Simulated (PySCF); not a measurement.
phosphine (H₃P), SMILES P.

The structure is a stationary point at PBE0-D3(BJ)/def2-TZVPD.

Two levels are set side by side: TDA-PBE/def2-TZVPD (PySCF) and EOM-CCSD/aug-cc-pVDZ (PySCF). Vertical, same geometry; the bases differ. Differences are taken from unrounded values.

```json
[
 {"quantity": "lowest singlet excitation (eV)", "EOM-CCSD": "6.81", "TDA-PBE": "6.49", "TDA-PBE minus EOM-CCSD": "-0.32"},
 {"quantity": "lowest triplet excitation (TDA for PBE) (eV)", "EOM-CCSD": "6.11", "TDA-PBE": "5.71", "TDA-PBE minus EOM-CCSD": "-0.40"}
]
```

A lower first singlet is the usual sign of a functional without exact exchange. Differences between two approximate levels are no errors against the true value.

Rough cost on one machine, each run with all the roots and properties that it gave: EOM-CCSD against TDA-PBE about 2 times.
